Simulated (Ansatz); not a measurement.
Born–Oppenheimer molecular dynamics of CH$_{4}$BCl (7 atoms, charge 0, multiplicity 1). It starts from a relaxed structure.

Method: RKS PBE0/def2-SVP (Ansatz 0.2.0).

```json
{
 "ensemble": "NVT, Nosé–Hoover chain",
 "time step": "0.5 fs",
 "steps asked": "100",
 "set temperature": "1000 K",
 "thermostat": "time constant 20 fs, chain length 5",
 "masses": "H 10 u",
 "seed": "168683"
}
```

First frame:

```xyz
7
Properties=species:S:1:pos:R:3
B 0.038 -0.034 0.017
Cl -0.056 0.294 1.740
C 1.385 0.018 -0.756
H 1.576 -0.980 -1.191
H 1.285 0.693 -1.624
H 2.254 0.318 -0.155
H -1.008 -0.309 -0.521
```

Question: How far do the bonds stretch over the last three quarters of this one trajectory? (Pairs bonded in most of those frames.)

Answer: 
| bond | mean (Å) | spread (Å) | shortest | longest |
| --- | --- | --- | --- | --- |
| B1–Cl2 | 1.747 | 0.050 | 1.66 | 1.82 |
| B1–C3 | 1.547 | 0.055 | 1.45 | 1.62 |
| B1–H7 | 1.209 | 0.047 | 1.13 | 1.28 |
| C3–H4 | 1.095 | 0.071 | 0.98 | 1.21 |
| C3–H5 | 1.115 | 0.010 | 1.10 | 1.14 |
| C3–H6 | 1.101 | 0.028 | 1.07 | 1.15 |

Mean temperature of the second half: 1111 K. The conserved energy stayed within 0.25 meV per atom of its start (net change 0.11 meV per atom), so the integration is sound. The mean temperature of the second half is 11 % above the set value. A run of 0.05 ps of so small a system gives no equilibrium averages.

The run took 2.8 min on 1 thread of Arm Neoverse V1, on a shared host, peak memory 0.11 GiB.
